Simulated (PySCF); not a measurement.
CH2, charge +1, multiplicity 2. Atoms are numbered in the order given.

```xyz
3

C      0.0000     0.0000     0.0000
H      0.0000     0.0000    -1.1016
H      0.0000     0.0000     1.1016
```
Charge +1, spin multiplicity 2.

Geometry: PBE-D3(BJ)/def2-TZVPD. The isomer is the one that the SMILES or the coordinates give; other isomers of the formula were not compared.

Computed with PySCF with B3LYP/def2-TZVPD.

Mulliken values depend strongly on the basis, most of all with diffuse functions as here. ESP charges are fitted to the potential on shells at 1.4 to 2.0 van der Waals radii. Atomic charges (e):

```csv
atom,meta-Löwdin,Mulliken,ESP fit,Mulliken spin
C1,0.40,0.23,0.35,1.01
H2,0.30,0.38,0.33,-0.01
H3,0.30,0.38,0.33,-0.01
```
